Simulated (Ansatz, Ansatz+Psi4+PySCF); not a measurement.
```xyz
8

Si    0.0000    0.0000    1.1577
Si    0.0000    0.0000   -1.1577
H     0.0000    1.3933    1.6760
H    -1.2066   -0.6966    1.6760
H     1.2066   -0.6966    1.6760
H     0.0000   -1.3933   -1.6760
H    -1.2066    0.6966   -1.6760
H     1.2066    0.6966   -1.6760
```

Basis set: cc-pVTZ on H; cc-pV(T+d)Z on Si (spherical functions). Frozen core: 10 orbitals. Charge 0, multiplicity 1.

Computed with Ansatz (development build ahead of 0.2.0); each method stands on the lowest determinant of its kind that the runs found. Restricted open shells among the atoms or ions are ROHF, correlated in semicanonical orbitals with singles.

The atomization energy at this shape (free ground-state atoms in the same class of orbitals less the molecule, no zero-point energy) of singlet Si2H6:

| method | atomization energy |
| --- | --- |
| RHF-MP2 | 22.20 eV |

(1) What does RHF give?

Results:

(1) 18.29 eV.
